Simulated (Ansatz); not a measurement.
# Setting up singlet [Si3H7]− in Ansatz

The species is [Si3H7]− (10 atoms), meant as a singlet with charge -1. SMILES of the parent species: `[SiH3][SiH][SiH3]`. The shape was relaxed beforehand at B3LYP/def2-SVP.

```xyz
10

Si   -1.1507    0.7459   -1.1020
Si    0.7997   -0.6277   -1.1423
Si    0.9132   -0.9010    1.2257
H    -2.4240   -0.0348   -0.8550
H    -1.4147    1.3939   -2.4467
H    -1.2881    1.9167   -0.1467
H     1.7532    0.5845   -1.1304
H    -0.1046   -1.8862    1.7589
H     0.7703    0.2718    2.1778
H     2.2286   -1.5139    1.6638
```

Settings wanted:

```json
{
 "basis set": "def2-SVP",
 "integral approximation": "automatic",
 "task": "energy",
 "method": "DFT",
 "functional": "B3LYP",
 "dispersion": "none",
 "reference": "RKS",
 "accuracy": "medium",
 "start density": "atoms"
}
```

Task: Give an Ansatz 0.2.0 job that does this.

Result: This one ran through:

input.yaml:
```yaml
crystal:
  periodic: [false, false, false]
  atoms:
    - symbol: Si
      position_ang: [-1.150725, 0.745923, -1.102033]
    - symbol: Si
      position_ang: [0.799702, -0.627739, -1.142272]
    - symbol: Si
      position_ang: [0.913245, -0.900980, 1.225677]
    - symbol: H
      position_ang: [-2.423956, -0.034776, -0.855005]
    - symbol: H
      position_ang: [-1.414654, 1.393860, -2.446679]
    - symbol: H
      position_ang: [-1.288076, 1.916653, -0.146706]
    - symbol: H
      position_ang: [1.753228, 0.584465, -1.130363]
    - symbol: H
      position_ang: [-0.104632, -1.886221, 1.758872]
    - symbol: H
      position_ang: [0.770303, 0.271763, 2.177817]
    - symbol: H
      position_ang: [2.228565, -1.513948, 1.663792]
basis:
  gaussian:
    orbitals: def2-SVP
total_charge: -1
hamiltonian:
  xc: {name: B3LYP}
```

```bash
$ ansatz run input.yaml --threads 1 --pin off --max-ram 3480MiB --events-out events.jsonl --progress --plain --runs-dir runs
```

Calculated total energy: -872.48929 Eh. Without diffuse functions the anion is poorly described.
